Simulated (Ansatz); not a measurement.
## CH2NO, SMILES N[C]=O: a short molecular-dynamics run, step by step

Program: the Ansatz DFT code, driven from Python.

`ch2no.xyz`
```text
5

N    -0.53130   -0.03080    0.00630
C     0.80180   -0.50570    0.16290
O     1.77780    0.25470   -0.06820
H    -0.71420    0.95030   -0.30100
H    -1.33420   -0.66840    0.20010
```

The cells in order, each with its output:

In [1]:
```python
import ansatz as az
import numpy as np
```

In [2]:
```python
system = az.Crystal.molecule_from_extxyz('ch2no.xyz')
```

In [3]:
```python
model = (
    system.calculation()
    .basis(gaussian='6-31G*')
    .functional('hf')
    .spin('collinear', total=1)
)
symbols = [site.symbol for site in system.cartesian_sites]
start = np.array([site.position_ang for site in system.cartesian_sites], dtype=float)
summary = model.relax(force_tolerance=0.02, max_steps=100).run(threads=1, pin='off').report
end = np.array(summary['positions_ang'])
minimum = az.Crystal.molecule()
for symbol, place in zip(symbols, end):
    minimum = minimum.atom(symbol, place.tolist())

# dynamics from the relaxed geometry
model = (
    minimum.calculation()
    .basis(gaussian='6-31G*')
    .functional('hf')
    .spin('collinear', total=1)
    .md('nve', timestep=0.5, steps=20, temperature=800, initial_velocities='maxwell_boltzmann', seed=85)
)
frames = []
res = model.session().plan().execute(on_event=lambda e: frames.append(e['data']) if e['event'] == 'md_step' else None)
print('t (fs)   E_pot (eV)      E_kin (eV)   T (K)   d(0-1) (A)')
for f in frames[::2]:
    xyz = np.array(f['positions_ang'])
    print(f'{f["time_fs"]:6.2f} {f["lagrangian_ev"]:14.5f} {f["e_kin_ev"]:10.5f} {f["temperature_k"]:8.1f} {np.linalg.norm(xyz[0] - xyz[1]):9.4f}')
kept = np.array([f['conserved_ev'] for f in frames])
print(f'conserved energy moves by at most {1000 * np.ptp(kept):.3f} meV')
```
```text
t (fs)   E_pot (eV)      E_kin (eV)   T (K)   d(0-1) (A)
  0.00    -4579.84181    0.31022    800.0    1.3354
  1.00    -4579.80679    0.27633    712.6    1.3462
  2.00    -4579.75677    0.22738    586.4    1.3564
  3.00    -4579.75161    0.22174    571.8    1.3653
  4.00    -4579.76575    0.23479    605.5    1.3724
  5.00    -4579.73972    0.20879    538.4    1.3773
  6.00    -4579.67999    0.15048    388.0    1.3798
  7.00    -4579.66289    0.13338    344.0    1.3794
  8.00    -4579.68688    0.15575    401.6    1.3765
  9.00    -4579.66765    0.13668    352.5    1.3717
 10.00    -4579.60907    0.07946    204.9    1.3658
conserved energy moves by at most 2.434 meV
```

The settings weren't tested for convergence. The trajectory is only some femtoseconds long, so its temperature is not equilibrated; where the script doesn't relax first, it starts from a rough generated geometry. The species is open-shell (spin multiplicity 2). The temperature counts the internal degrees of freedom alone. Finished in 11 s on 1 thread of Arm Neoverse V2, on a shared host, peak memory 0.18 GiB.

(Lines on the test bed's own set-up are left out of the output.)
